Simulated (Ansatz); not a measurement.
## Multireference treatment of C₃H₅ (charge +1), singlet

Program: Ansatz, Gaussian basis, development build. Basis aug-cc-pVDZ, nonrelativistic, 3 orbitals frozen in the corrections. State-specific CASSCF; RHF is the lowest restricted (open-shell) Hartree–Fock solution met. No symmetry is imposed, so a solution can break that of the shape. No proof that the lowest CASSCF solution was found.

Geometry:

```xyz
8

C    -0.0429    0.5007    0.0044
C     0.0018   -0.2038   -1.1843
C     0.0351   -0.2215    1.1806
H    -0.1359    1.5817    0.0138
H     0.4162    0.2293   -2.0915
H    -0.3794   -1.2211   -1.2481
H     0.0064    0.2633    2.1534
H     0.1284   -1.3057    1.1680
```

(1) What do CASSCF and its corrections give against RHF in CAS(2,3), and what are the occupations?

(2) How do single-reference totals in the same basis and frozen core stand against SC-NEVPT2 in CAS(2,3)?

(3) Roughly how much CPU time does a whole run from the default start take (median of such runs, summed over threads; nearly all runs on one pinned thread of a shared server, mostly Xeon at 2.3 to 2.6 GHz, by a development driver)?

Results:

(1) CASSCF -0.819 eV, SC-NEVPT2 -10.578 eV; occupations 1.90, 0.08, 0.02.

(2) CCSD(T) -1.336 eV. Coupled cluster stands on the determinant that it favours, which can lie over the RHF solution above, and is in doubt where the occupations are far from 0, 1 and 2.

(3) CAS(2,3): about 6.9 s. Other jobs ran beside these, and the count of passes differs.
